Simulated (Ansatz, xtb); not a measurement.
**Relative energy of two isomers of C3H5Cl3**

We compare X, `CC(Cl)(Cl)CCl`, a singlet, with Y, `C[C@H](Cl)C(Cl)Cl`, a singlet. Both are isolated molecules in the gas phase, relaxed with BLYP-D3(BJ)/def2-SVP, each in the lowest conformer that the search found.

Estimate which is lower in electronic energy at CCSD(T)/def2-SVP + ΔMP2/def2-TZVPP, and by roughly how much.

The CCSD(T)/def2-SVP + ΔMP2/def2-TZVPP calculation puts structure X lower, by 4.48 kJ/mol.

Level by level:

| level | geometry | E(Y) − E(X) (kJ/mol) | departure from the last row (kJ/mol) | job, with rough time for the two |
| --- | --- | --- | --- | --- |
| GFN2-xTB | GFN2-xTB | +10.35 | +5.87 | optimisation, 0.42 s |
| HF/STO-3G | GFN2-xTB | +4.05 | −0.44 | single point, 1.5 s |
| r2SCAN-D4/def2-SVP | GFN2-xTB | +5.22 | +0.74 | single point, 8.4 s |
| BLYP-D3(BJ)/def2-SVP | BLYP-D3(BJ)/def2-SVP | +2.88 | −1.60 | optimisation, 38 s |
| HF/def2-SVP | BLYP-D3(BJ)/def2-SVP | +2.55 | −1.94 | part of the CCSD(T) run |
| MP2/def2-SVP | BLYP-D3(BJ)/def2-SVP | +7.01 | +2.52 | part of the CCSD(T) run |
| CCSD(T)/def2-SVP | BLYP-D3(BJ)/def2-SVP | +5.94 | +1.46 | single point |
| CCSD(T)/def2-SVP + ΔMP2/def2-TZVPP | BLYP-D3(BJ)/def2-SVP | +4.48 |  | single point, 100 s |

As drawn, both hold the same kinds of bond in the same numbers.

None of the levels shown reverses the order. The largest departure from CCSD(T)/def2-SVP + ΔMP2/def2-TZVPP is that of GFN2-xTB, 5.87 kJ/mol. The last row adds to CCSD(T) the change of the MP2 difference between the two basis sets, here −1.46 kJ/mol.

With harmonic frequencies from BLYP-D3(BJ)/def2-SVP (ideal gas, rigid rotor, one conformer each, 298.15 K, 1 atm): on the last row, ΔE + ΔZPE = +5.65, ΔH = +5.61, ΔG = +4.93 kJ/mol.

The correlated steps freeze 18 core orbitals. Run with Ansatz 0.2.0, xtb 6.7.1; the last row on 2 threads of Intel(R) Xeon(R) Processor @ 2.50GHz (Skylake/Cascade Lake) on a shared host.
